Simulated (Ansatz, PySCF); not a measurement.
Molecule: CHO, net charge -1, singlet state. It need not be the lowest isomer of its formula. Whether it binds its extra electron was not tested at this geometry. 
Coordinates optimised at B3LYP-D3(BJ)/def2-TZVP (Ansatz, an electronic-structure program):
SMILES: [CH-]=O
```xyz
3

O      0.0138    -0.0021     0.6072
C     -0.0215     0.1626    -0.6116
H      0.0184    -0.9591    -1.1879
```
Charge -1, spin multiplicity 1.

Total electronic energies in hartree. Correlated levels leave the core frozen unless marked. No spin-orbit coupling. No relativistic terms. Basis-set limits of correlation are two-point, X^-3; Hartree-Fock from the larger set. [CCSD(T)-MP2]/basis is that difference in the basis named.

```csv
level,program,energy (Eh)
HF/cc-pVTZ,Ansatz,-113.24962
BLYP-D4/def2-TZVPD,Ansatz + dftd4,-113.89491
M06-L-D4/def2-TZVPD,PySCF + dftd4,?
TPSSh-D4/def2-TZVPD,PySCF + dftd4,?
B2PLYP/def2-TZVPD,Ansatz,?
RI-MP2/cc-pVTZ,Ansatz,-113.64629
SCS-MP2/6-31G*,Ansatz,-113.48331
SCS-MP2/cc-pVDZ,Ansatz,-113.51257
CCSD/def2-QZVPP,Ansatz,-113.69963
"CCSD/CBS(aug-cc-pVTZ,aug-cc-pVQZ)",Ansatz,-113.7224
CCSD(T)/def2-SVPD,Ansatz,-113.49312
CCSD(T)/aug-cc-pVQZ,Ansatz,-113.72909
CCSD(T)/def2-QZVPP,Ansatz,-113.72043
"RI-MP2/CBS(aug-cc-pVTZ,aug-cc-pVQZ)+[CCSD(T)-MP2]/aug-cc-pVTZ",Ansatz,-113.7502
"CCSD(T)/CBS(aug-cc-pVTZ,aug-cc-pVQZ)",Ansatz,-113.7453
```

### Question
Some entries are withheld; supply them.

### Answer

- M06-L-D4/def2-TZVPD, energy (Eh): -113.88557
- TPSSh-D4/def2-TZVPD, energy (Eh): -113.90780
- B2PLYP/def2-TZVPD, energy (Eh): -113.82444
